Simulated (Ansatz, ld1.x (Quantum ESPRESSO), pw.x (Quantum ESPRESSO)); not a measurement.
## Equation-of-state test of one TM potential (phosphorus)

* Element: P (Z = 15)
* Generator: ld1.x (Quantum ESPRESSO) 7.5
* Type: norm-conserving Troullier–Martins (Kleinman–Bylander form)
* Functional: LDA (PW92)
* Relativity: scalar-relativistic
* Frozen core: [Ne]
* Valence charge: 5
* Reference configuration: 3s2 3p1.5 (charge +1.5)
* Partial waves: 3p (bound): rc 1.52 bohr; 3d channel at 0.2 Ry: rc 1.34 bohr; 3s (bound): rc 1.76 bohr
* Local potential: the s channel
* Core correction: none

Atomic tests: cutoffs needed: 30 Ry and 45 Ry (the cutoffs (Ry, on a coarse ladder) from which the occupation-weighted sum of valence levels, in a spherical-Bessel basis at the reference potential, stays within 10 and 1 mRy of its value at 400 Ry); ghost test: no extra level below or beside the all-electron valence levels (p, d, s, f tested) (spherical-Bessel basis up to 400 Ry, 20 bohr box); largest excitation error: +371 meV (all-electron minus pseudo) for 3s1 3p0, out of 7 test configurations.

Crystal test: sc P in pw.x 7.5, no spin, 14³ k-points, Fermi–Dirac smearing 0.01 Ry, cutoffs 55/220 Ry. The lattice is a test structure that the element need not adopt, and mesh and smearing are coarse.

pw.x input:

```
&control
  calculation='scf', prefix='x', pseudo_dir='./', outdir='./tmp', tstress=.true., disk_io='none'
/
&system
  ibrav=0, nat=1, ntyp=1, ecutwfc=55, ecutrho=220, nbnd=9,
  occupations='smearing', smearing='fd', degauss=0.01
/
&electrons
  conv_thr=1e-09, mixing_beta=0.4, electron_maxstep=70
/
ATOMIC_SPECIES
P 1.0 P.UPF
CELL_PARAMETERS angstrom
  2.41214904 0.00000000 0.00000000
  0.00000000 2.41214904 0.00000000
  0.00000000 0.00000000 2.41214904
ATOMIC_POSITIONS crystal
P 0.0000 0.0000 0.0000
K_POINTS automatic
14 14 14 0 0 0
```

```bash
pw.x < P.scf.in > P.scf.out
```

**Question.** How does the run end?

**Answer.** It converges; the pressure is -1.15 GPa against 0.49 GPa from all-electron LAPW.  The log shows:

```
     number of electrons       =         5.00
     number of Kohn-Sham states=            9
     kinetic-energy cutoff     =      55.0000  Ry
     charge density cutoff     =     220.0000  Ry
     scf convergence threshold =      1.0E-09
     Exchange-correlation= PW
     number of k points=   120  Fermi-Dirac smearing, width (Ry)=  0.0100
     iteration #  1     ecut=    55.00 Ry     beta= 0.40
     total energy              =     -13.28849576 Ry
     estimated scf accuracy    <       0.09743084 Ry
     iteration #  2     ecut=    55.00 Ry     beta= 0.40
     total energy              =     -13.27895506 Ry
     estimated scf accuracy    <       0.02411260 Ry
     iteration #  3     ecut=    55.00 Ry     beta= 0.40
     total energy              =     -13.28130770 Ry
     estimated scf accuracy    <       0.00011248 Ry
     iteration #  4     ecut=    55.00 Ry     beta= 0.40
     total energy              =     -13.28135209 Ry
     estimated scf accuracy    <       0.00000136 Ry
     iteration #  5     ecut=    55.00 Ry     beta= 0.40
     total energy              =     -13.28135239 Ry
     estimated scf accuracy    <       0.00000013 Ry
     iteration #  6     ecut=    55.00 Ry     beta= 0.40
     total energy              =     -13.28135240 Ry
     estimated scf accuracy    <       0.00000001 Ry
     iteration #  7     ecut=    55.00 Ry     beta= 0.40
     the Fermi energy is    11.3179 ev
!    total energy              =     -13.28135240 Ry
     estimated scf accuracy    <          5.7E-11 Ry
     smearing contrib. (-TS)   =      -0.00149570 Ry
     The total energy is F=E-TS. E is the sum of the following terms:
     one-electron contribution =       5.31337918 Ry
     hartree contribution      =       0.40422538 Ry
     xc contribution           =      -3.43630455 Ry
     ewald contribution        =     -15.56115671 Ry
     convergence has been achieved in   7 iterations
          total   stress  (Ry/bohr**3)                   (kbar)     P=      -11.51
     Message from routine punch:
     Nothing written, as per user request (disk_io='none')
```
